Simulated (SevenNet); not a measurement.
## fcc Pd

Computed with the machine-learned potential SevenNet-l3i5 (trained on PBE and PBE+U data).

Cell (relaxed at this level):

Space group Fm-3m (No. 225); a = 3.9546 Å, b = 3.9546 Å, c = 3.9546 Å, α = 90.00°, β = 90.00°, γ = 90.00°

| atom | site | symmetry | x | y | z |
|---|---|---|---|---|---|
| Pd | 4a | m-3m | 0.0000 | 0.0000 | 0.0000 |
(The calculation used a cell of 1 atom; values per cell refer to that cell.)

| Property | Result |
|---|---|
| vacancy formation energy | 0.99 eV |

Measured, for comparison: vacancy formation energy 1.85 ± 0.2 eV (no zero-point or thermal correction, monovacancy; as tabulated in Mehl and Papaconstantopoulos (1996), arXiv:mtrl-th/9602003). Computed (rounded) less measured: vacancy formation energy -0.86 eV.

A machine-learned potential is trained on density-functional data: it inherits that level's misses and adds fitting errors of its own.

Note: this model's volume lies 5 % above that of the starting cell (a measured, published or database cell).
